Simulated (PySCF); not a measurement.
HBAl, doublet in 6-31G: errors against full CI

Geometry: a point of a breathe scan, not a stationary point.

| atom | x (Å) | y (Å) | z (Å) |
| --- | --- | --- | --- |
| B | 0.0000 | -0.1385 | 0.4734 |
| Al | 0.0000 | -0.0502 | -2.7184 |
| H | 0.0000 | 0.1888 | 2.2450 |

Basis 6-31G; PySCF 2.14.0. Only valence electrons are correlated (noble-gas cores frozen), which leaves 7 electrons in 18 orbitals. R marks a restricted (for open shells ROHF) determinant, U an unrestricted one.

Full CI is exact within this basis and frozen core; it isn't the basis-set limit. The frozen core follows each run's orbitals, which can shift R against U totals by a few meV.

* UHF ⟨S²⟩: 0.938
* ⟨S²⟩ of the determinant under UCCSD: 0.825
* T1 diagnostic (ROHF- or RHF-based CCSD): 0.0752
* largest doubles amplitude (ROHF- or RHF-based CCSD): 0.098
* T1 diagnostic (UCCSD): 0.0862

```csv
level,E − E(RHF) (eV)
RMP2,-1.8158
UMP2,-1.7529
RCCSD,-3.0280
UCCSD,-3.0286
RCCSD(T),-3.0975
UCCSD(T),-3.0988
```

(1) Estimate how far full CI in 6-31G lies from RCCSD(T). The table doesn't fix it; the size of (T) and the diagnostics are the guide.

(1) Full CI in 6-31G lies 55 meV below RCCSD(T), which is 79 % of the (T) step (-70 meV). T1 is raised, and the rest is a large part of (T). The miss exceeds 1 kcal/mol.

The other levels:

```csv
level,E − E(full CI) (meV),share of correlation (%),wall time
RCCSDT,6,99.82,7 s
UCCSDT,5,99.84,7.5 s
```

The correlation energy at full CI, counted from RHF, is -3.153 eV. The search over symmetries took 2.1 min on 1 thread of Intel Xeon, shared host; the state has 1,249,920 determinants.

Run but not shown, since their state, orbitals or frozen core can't be matched to the reference's or they repeat it: UHF.

Times are those of the correlated step on a shared host, with one SCF added for the restricted CCSD run; they ran on 1 thread of Intel Xeon.

The full-CI state has the irrep A' of Cs, in the program's axes.

Natural occupations of full CI about the gap: 1.915 1.905 1.829 0.947 0.117 0.097 0.071 0.049 0.042 0.008; effectively unpaired electrons, Σ n²(2−n)², 1.27.
